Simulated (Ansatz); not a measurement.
`B[SiH2]O` + `[AlH2][SH]` → `B[S][AlH2]` + `O[SiH3]` at 500 K and 1 bar (cleavage of the B–Si bond).

Isolated molecules relaxed with PBE0-D4/def2-TZVP in Ansatz; ΔE leaves out vibrations. CCSD(T)/CBS is the MP2 limit (def2-TZVPP, def2-QZVPP) plus CCSD(T) − MP2 in def2-TZVPP, frozen cores. This one scheme is used for every species. Each species was taken in one conformer, which may not be the lowest.

```json
{"species": "`B[SiH2]O`", "CCSD(T)/CBS energy (Eh)": "-392.05150", "H − E (kJ/mol)": "169.7", "S (J/(mol·K))": "351.6"}
{"species": "`[AlH2][SH]`", "CCSD(T)/CBS energy (Eh)": "-641.61836", "H − E (kJ/mol)": "86.7", "S (J/(mol·K))": "303.7"}
{"species": "`B[S][AlH2]`", "CCSD(T)/CBS energy (Eh)": "-667.02114", "H − E (kJ/mol)": "131.1", "S (J/(mol·K))": "353.4"}
{"species": "`O[SiH3]`", "CCSD(T)/CBS energy (Eh)": "-366.69042", "H − E (kJ/mol)": "127.5", "S (J/(mol·K))": "292.9"}
```

H − E and S are ideal-gas, rigid-rotor, harmonic terms from PBE0-D4/def2-TZVP, for one conformer and one mirror image of each species. 1 Eh = 2625.50 kJ/mol, R = 8.31446 J/(mol·K).

**Question.** By hand: ΔE, ΔH, ΔS and ΔG.

**Answer.** ΔE = (-667.02114) + (-366.69042) − (-392.05150) − (-641.61836) = -0.04170 Eh = -109.5 kJ/mol. Δ(H − E) = 131.1 + 127.5 − 169.7 − 86.7 = 2.2, so ΔH = -107.3 kJ/mol. ΔS = 353.4 + 292.9 − 351.6 − 303.7 = -9.0 J/(mol·K). ΔG = -107.3 − 500 × (-9.0)/1000 = -102.8 kJ/mol.

**Question.** By hand: the equilibrium constant, and the temperature at which ΔG would vanish if ΔH and ΔS stayed fixed.

**Answer.** log₁₀ K = −ΔG/(RT ln 10) = 10.7. ΔG = 0 at ΔH/ΔS = 11922 K, far beyond where these terms or the molecules hold.

The number of gas molecules stays the same, so ΔS is small and ΔH decides. A doubt of 5 kJ/mol in ΔE shifts log₁₀ K by 0.5 here. Other conformers and mirror images would add mixing entropy, several J/(mol·K) or more a flexible species. These are equilibria of isolated gas molecules and say nothing of rates. Largest T1 diagnostic: 0.014 (customary marks: 0.02 for closed shells, 0.045 for open ones).
